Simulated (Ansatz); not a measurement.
# A ladder of methods for CF2 (SMILES F[C]F)

CF2 has 3 atoms, charge 0, and is taken as a singlet. SMILES: `F[C]F`. Geometry: relaxed at GFN2-xTB.

```xyz
3

F     0.3969    1.0328    0.3328
C     0.3268   -0.2722    0.1497
F    -0.7238   -0.7606   -0.4825
```

Quantity: the energy change with the F1–C2 bond stretched from 1.320 to 1.650 Å, in eV. The values are calculated.

| level | kind | program | value (eV) | CPU time (all runs) |
| --- | --- | --- | --- | --- |
| BLYP/STO-3G (restricted) | GGA | Ansatz | 0.65 | 1.2 s |
| PBE/STO-3G (restricted) | GGA | Ansatz | ? | 1.2 s |
| revPBE/STO-3G (restricted) | GGA | Ansatz | ? | 1.2 s |
| B3LYP/STO-3G (restricted) | global hybrid | Ansatz | 1.05 | 1.3 s |
| BHLYP/STO-3G (restricted) | global hybrid | Ansatz | 1.50 | 1.4 s |
| CAM-B3LYP/STO-3G (restricted) | range-separated hybrid | Ansatz | 1.27 | 1.5 s |
| wB97X/STO-3G (restricted) | range-separated hybrid | Ansatz | 1.27 | 5.7 s |
| RPA@PBE/STO-3G (restricted) | RPA | Ansatz | 0.85 | 1.8 s |
| FCI/STO-3G | exact in the basis | Ansatz | 1.03 | 0.77 s |

Estimate the missing values from the other rows.

As computed at these levels: PBE/STO-3G (restricted): 0.76 eV; revPBE/STO-3G (restricted): 0.69 eV. The first shape isn't each level's own minimum. The values span 0.65 to 1.50 eV. All rows use very small basis sets, so even the best lies far from the true value. Times are those of the runs behind each value, whatever else they computed, on shared processors of several kinds: orders of magnitude only.
